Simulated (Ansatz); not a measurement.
# H₂SO (triplet): from Hartree-Fock to the top rungs at distance O1–H3 along a hydrogen transfer = 1.282 Å, cc-pVDZ

How much of the correlation energy of H₂SO (triplet) does each wave-function method recover here?

The runs use Ansatz 0.2.0, Gaussian basis; cc-pVDZ, core rule «outside noble gas», up to 6 orbitals frozen.

Plan: UHF; CCSD(T) on ROHF; CCSD(T) on UHF; BCCD(T) on ROHF; CISD; CCSDT(Q) on ROHF; CCSDT(Q) on UHF; CASSCF and MRCISD+Q, 4 electrons in 4 orbitals; CASSCF and NEVPT2, 4 electrons in 4 orbitals; CASSCF and MRCISD+Q, 14 electrons in 10 orbitals; CASSCF and NEVPT4(SD), 14 electrons in 10 orbitals; CASSCF and NEVPT2, 14 electrons in 10 orbitals.

11 further runs of the same task are left out: 11 that didn't finish.

## 1. What is computed

The geometry derives from fragments relaxed apart (PBE0/def2-TZVP) and kept rigid, so it is no stationary point. A hydrogen atom is moved between rigid fragments.

4 atoms, charge 0, spin multiplicity 3.

Atoms are counted from 1 here; the program's logs count them from 0.

Bond lengths: O1–H2 0.960 Å, H3–S4 1.380 Å.

## 2. UHF

Contents of in.yaml:

```yaml
crystal:
  periodic: [false, false, false]
  atoms:
    - {symbol: O, position_ang: [-0.923673, -0.231644, 0.000000]}
    - {symbol: H, position_ang: [-1.172982, 0.694932, 0.000000]}
    - {symbol: H, position_ang: [0.358327, -0.231644, 0.000000]}
    - {symbol: S, position_ang: [1.738327, -0.231644, 0.000000]}
basis:
  gaussian: {orbitals: cc-pVDZ}
magnetization: {spin_polarized: true, initial_magnetization: 2}
hamiltonian: {xc: hf}
output: {orbitals: {seedname: orbitals}}
```

Run with:

```console
$ ansatz run in.yaml --threads 1 --pin off --events-out ev --progress --plain --max-ram 2393MiB
```

After this run come: CCSD(T) on ROHF; CCSD(T) on UHF; BCCD(T) on ROHF; CISD; CCSDT(Q) on ROHF; CCSDT(Q) on UHF; CASSCF and MRCISD+Q, 4 electrons in 4 orbitals; CASSCF and NEVPT2, 4 electrons in 4 orbitals; CASSCF and MRCISD+Q, 14 electrons in 10 orbitals; CASSCF and NEVPT4(SD), 14 electrons in 10 orbitals; CASSCF and NEVPT2, 14 electrons in 10 orbitals.

**Question.** What will the summary of the whole plan be? Wanted: UCCSDT(Q) below the RHF energy; RMP2 from UCCSDT(Q); UMP2 from UCCSDT(Q); RCCSD from UCCSDT(Q); RCCSD(T) from UCCSDT(Q); UCCSD(T) from UCCSDT(Q); RCCSDT(Q) from UCCSDT(Q); NEVPT2 pair from UCCSDT(Q); MRCISD+Q pair from UCCSDT(Q).

The runs gave:

```
                         quantity                      value
   UCCSDT(Q) below the RHF energy                 -9.2884 eV
              RMP2 from UCCSDT(Q)                +1198.2 meV
              UMP2 from UCCSDT(Q)                +1198.3 meV
             RCCSD from UCCSDT(Q)                 +237.8 meV
          RCCSD(T) from UCCSDT(Q)                  +47.5 meV
          UCCSD(T) from UCCSDT(Q)                  +46.7 meV
         RCCSDT(Q) from UCCSDT(Q)                   +0.4 meV
       NEVPT2 pair from UCCSDT(Q)                +1021.3 meV
     MRCISD+Q pair from UCCSDT(Q)                 +138.9 meV
    NEVPT2 valence from UCCSDT(Q)                +1398.0 meV
levels within 1 kcal/mol (43 meV)  RCCSDT, UCCSDT, RCCSDT(Q)
                    T1 diagnostic                      0.041
   effectively unpaired electrons                       2.01
```

**Reading.** RCCSD(T) misses by +47.5 meV, 0.5 % of the correlation energy. The occupations are near whole numbers, but T1 = 0.041 shows that the orbitals relax strongly. Of the multireference levels listed MRCISD+Q valence comes nearest in total energy (+61.8 meV), which doesn't show that its space is the better one. These misses are within one basis, not against nature; the frozen cores of restricted and unrestricted runs differ, which can shift their rows.
